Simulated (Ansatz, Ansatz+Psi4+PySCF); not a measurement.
```
atom    x (Å)    y (Å)    z (Å)
   H   2.0439   0.4653  -0.0003
   C   1.1935  -0.2230   0.0000
   C  -0.1074   0.5501   0.0000
   F  -1.1871  -0.3412   0.0000
   H   1.2638  -0.8576  -0.8861
   H   1.2643  -0.8577   0.8861
   H  -0.2023   1.1786   0.8905
   H  -0.2023   1.1791  -0.8901
```

Basis set: cc-pVTZ (spherical functions). Left uncorrelated: 3 orbitals. Charge 0, multiplicity 1.

Computed with Ansatz (development build ahead of 0.2.0); each method stands on the lowest determinant of its kind that the runs found. Restricted open shells among the atoms or ions are ROHF, correlated in semicanonical orbitals with singles.

Q: Give the atomization energy at this shape (free ground-state atoms in the same class of orbitals less the molecule, no zero-point energy) of singlet C2H5F by RHF-MP2, RHF.

A:

| method | atomization energy |
| --- | --- |
| RHF-MP2 | 30.88 eV |
| RHF | 23.83 eV |
